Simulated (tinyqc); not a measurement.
Inside a calculation. Method: extended Hueckel theory, for SiH4. One step of it, computed by the program tinyqc.

Task: Wolfsberg-Helmholz matrix. H_ij = K' S_ij (H_ii + H_jj)/2 for i != j (the diagonal keeps H_ii), with K' = 1.5.

overlap S, lower triangle:
```
           1Si 3s    1Si 3px    1Si 3py    1Si 3pz     2H 1s     3H 1s     4H 1s     5H 1s
1Si 3s   1.000000
1Si 3px  0.000000   1.000000
1Si 3py  0.000000   0.000000   1.000000
1Si 3pz  0.000000   0.000000   0.000000   1.000000
2H 1s    0.406815   0.297318   0.297318   0.297318  1.000000
3H 1s    0.406815   0.297318  -0.297318  -0.297318  0.046502  1.000000
4H 1s    0.406815  -0.297318   0.297318  -0.297318  0.046502  0.046502  1.000000
5H 1s    0.406815  -0.297318  -0.297318   0.297318  0.046502  0.046502  0.046502  1.000000
```

diagonal H_ii (eV): 1Si 3s -17.300000, 1Si 3px -9.200000, 1Si 3py -9.200000, 1Si 3pz -9.200000, 2H 1s -13.600000, 3H 1s -13.600000, 4H 1s -13.600000, 5H 1s -13.600000

K = 1.500000

Give: H.

Result:

H (eV), lower triangle:
```
           1Si 3s  1Si 3px  1Si 3py  1Si 3pz     2H 1s     3H 1s     4H 1s     5H 1s
1Si 3s   -17.3000
1Si 3px    0.0000  -9.2000
1Si 3py    0.0000   0.0000  -9.2000
1Si 3pz    0.0000   0.0000   0.0000  -9.2000
2H 1s     -9.4279  -5.0841  -5.0841  -5.0841  -13.6000
3H 1s     -9.4279  -5.0841   5.0841   5.0841   -0.9486  -13.6000
4H 1s     -9.4279   5.0841  -5.0841   5.0841   -0.9486   -0.9486  -13.6000
5H 1s     -9.4279   5.0841   5.0841  -5.0841   -0.9486   -0.9486   -0.9486  -13.6000
```
